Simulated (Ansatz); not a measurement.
Input file:

```yaml
crystal:
  periodic: [false, false, false]
  atoms:
    - {symbol: B, position_ang: [0.000000, 0.000000, 0.591174]}
    - {symbol: B, position_ang: [0.000000, 0.000000, -0.795772]}
    - {symbol: H, position_ang: [0.000000, 0.916884, 1.097241]}
    - {symbol: H, position_ang: [0.000000, -0.916884, 1.097241]}
basis:
  gaussian: {orbitals: 6-31G}
magnetization: {spin_polarized: false, initial_magnetization: 2}
correlation: {method: fic_mrcisd_q_relaxed, electrons: outside_noble_gas, active_space: {window: {electrons: 8, orbitals: 10}, shells: [{species: B, l: s, shell: 2}, {species: B, l: p, shell: 2}, {species: H, l: s, shell: 1}]}}
```

```sh
$ ansatz run in.yaml --threads 1 --pin off --events-out ev --progress --plain --max-ram 2393MiB
```

(1) Roughly how long does this take on 1 thread of Arm Neoverse V2, shared host, and how much host memory?

```
503 factors; integrals over basis functions are off by at most 1.3e-7 eV
mean field evaluation 1: about -1367.6889 eV, gradient 1.3e1 eV
mean field evaluation 2: about -1367.6933 eV, gradient 1.3e1 eV
mean field evaluation 4: about -1369.0279 eV, gradient 2.0e0 eV
mean field evaluation 8: about -1369.1442 eV, gradient 5.7e-2 eV
mean field -1369.14424306 eV, -50.3151228930 hartree, gradient 1.4e-6 eV, S^2 2.000000; 0 other end points of the search recorded, 0 dependent functions left out
reference -1369.14424306 eV, -50.3151228930 hartree; 7, 5 occupied and 15, 17 virtual orbitals, 503 factors
state -1370.86610578 eV, -50.3784001808 hartree
contracted CI cycle   1: correlation -0.00000000 eV, -0.0000000000 hartree, residual 6.65e0 eV
contracted CI cycle   2: correlation -0.86937131 eV, -0.0319488063 hartree, residual 1.75e0 eV
contracted CI cycle   3: correlation -0.92040431 eV, -0.0338242345 hartree, residual 5.70e-1 eV
contracted CI cycle   4: correlation -0.92599586 eV, -0.0340297202 hartree, residual 2.08e-1 eV
contracted CI cycle   5: correlation -0.92688597 eV, -0.0340624312 hartree, residual 1.01e-1 eV
contracted CI cycle   6: correlation -0.92708926 eV, -0.0340699020 hartree, residual 4.86e-2 eV
contracted CI cycle   7: correlation -0.92713529 eV, -0.0340715936 hartree, residual 2.38e-2 eV
contracted CI cycle   8: correlation -0.92714483 eV, -0.0340719442 hartree, residual 9.72e-3 eV
contracted CI cycle   9: correlation -0.92714650 eV, -0.0340720052 hartree, residual 3.85e-3 eV
contracted CI cycle  10: correlation -0.92714674 eV, -0.0340720141 hartree, residual 1.41e-3 eV
state -1370.86610578 eV, -50.3784001808 hartree; corrected -1371.81320844 eV, -50.4132055617 hartree
Total energy: -1371.81320844 eV, -50.4132055617 hartree
Checks for a lower state left out: starts, orbital_swaps
```

Natural occupations: 1.9846 1.9731 1.9665 0.9995 0.9901 0.0298 0.0211 0.0144 0.0108 0.0101.

For the same geometry and basis full CI lies 1.0 meV higher.

Results:

(1) 5.5 s wall and 0.52 GiB.
